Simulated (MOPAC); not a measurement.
System: NO$_{2}$ (charge 0, doublet). SMILES: [O]N=O

Atoms: N1, O2, O3. Bonds: N1-O2, N1-O3.

Bond lengths (Å) and angles (degrees) optimised at PM6 with MOPAC; PM7 with MOPAC; MNDO with MOPAC, each started from the B3LYP-D3(BJ)/def2-TZVP structure (Ansatz) of the last column. A row stands for all coordinates that are equal there. No wavenumbers were computed at MNDO, so these may be saddle points.

```csv
coordinate,PM6,PM7,MNDO,B3LYP-D3(BJ)/def2-TZVP
N1-O2,1.172,1.176,1.174,1.191
O2-N1-O3,142.8,139.8,133.2,134.4
```

Mean signed difference of all 2 bond lengths from B3LYP-D3(BJ)/def2-TZVP: PM6 -0.019 Å, PM7 -0.015 Å, MNDO -0.017 Å.
